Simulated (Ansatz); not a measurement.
**C₄H₆ClF: basis-set convergence**

Aim: see how fast density functionals converge with the basis set for C₄H₆ClF.

The runs use Ansatz 0.2.0, Gaussian basis; one geometry, several basis sets.

Levels to be run: PBE0-D4/def2-SVP; ωB97M-V/def2-SVP; PBE0-D4/def2-QZVPP; ωB97M-V/def2-QZVPP; the functionals' def2-TZVPP values are taken from earlier runs.

### Step 1. The relaxed structure

All runs share one geometry, relaxed beforehand with PBE0-D4 in a triple-zeta def2 set.

SMILES `C/C(Cl)=C/CF`, 12 atoms, charge 0, spin multiplicity 1.

Atoms are counted from 1 here; the program's logs count them from 0.

Bond lengths: C1–C2 1.486 Å, C1–H7 1.093 Å, C1–H8 1.093 Å, C1–H9 1.091 Å, C2–Cl3 1.739 Å, C2–C4 1.327 Å, C4–C5 1.483 Å, C4–H10 1.086 Å, C5–F6 1.387 Å, C5–H11 1.096 Å, C5–H12 1.091 Å. Angles: C2–C1–H7 110.8°, C2–C1–H8 110.4°, C2–C1–H9 110.3°, H7–C1–H8 107.3°, H7–C1–H9 108.9°, H8–C1–H9 109.0°, C1–C2–Cl3 113.4°, C1–C2–C4 125.5°, Cl3–C2–C4 121.1°, C2–C4–C5 127.1°, C2–C4–H10 117.0°, C5–C4–H10 115.8°, C4–C5–F6 109.5°, C4–C5–H11 111.0°, C4–C5–H12 111.8°, F6–C5–H11 107.0°, F6–C5–H12 108.3°, H11–C5–H12 109.0°.

### Step 2. PBE0-D4 in def2-SVP

in.yaml

```yaml
crystal:
  periodic: [false, false, false]
  atoms:
    - {symbol: C, position_ang: [-1.897512, 0.106560, -0.473301]}
    - {symbol: C, position_ang: [-0.608190, -0.091270, 0.238620]}
    - {symbol: Cl, position_ang: [-0.801670, -0.594424, 1.892226]}
    - {symbol: C, position_ang: [0.597350, 0.073379, -0.290845]}
    - {symbol: C, position_ang: [1.904814, -0.124664, 0.380235]}
    - {symbol: F, position_ang: [2.733168, 0.954806, 0.109349]}
    - {symbol: H, position_ang: [-2.472944, -0.822246, -0.499068]}
    - {symbol: H, position_ang: [-2.507373, 0.852731, 0.042213]}
    - {symbol: H, position_ang: [-1.717852, 0.440042, -1.496023]}
    - {symbol: H, position_ang: [0.641422, 0.380358, -1.332063]}
    - {symbol: H, position_ang: [2.410237, -1.019787, 0.000159]}
    - {symbol: H, position_ang: [1.795449, -0.210585, 1.462598]}
basis:
  gaussian: {orbitals: def2-SVP}
hamiltonian: {xc: pbe0, dispersion: d4}
output: {orbitals: {seedname: orbitals}}
```

Further steps of the session: ωB97M-V in def2-SVP; PBE0-D4 in def2-QZVPP; ωB97M-V in def2-QZVPP.

Before running them: what should the planned runs give, taken together? Wanted: PBE0-D4: double and triple zeta above quadruple; ωB97M-V: double and triple zeta above quadruple.

As calculated:

| quantity | value |
| --- | --- |
| PBE0-D4: double and triple zeta above quadruple | 13.08, 0.74 eV |
| ωB97M-V: double and triple zeta above quadruple | 13.32, 0.71 eV |

**Reading.** PBE0-D4 gains 12.34 eV from double to triple zeta, then 0.74 eV more. Total energies overstate the basis error of differences, where much of it tends to cancel.
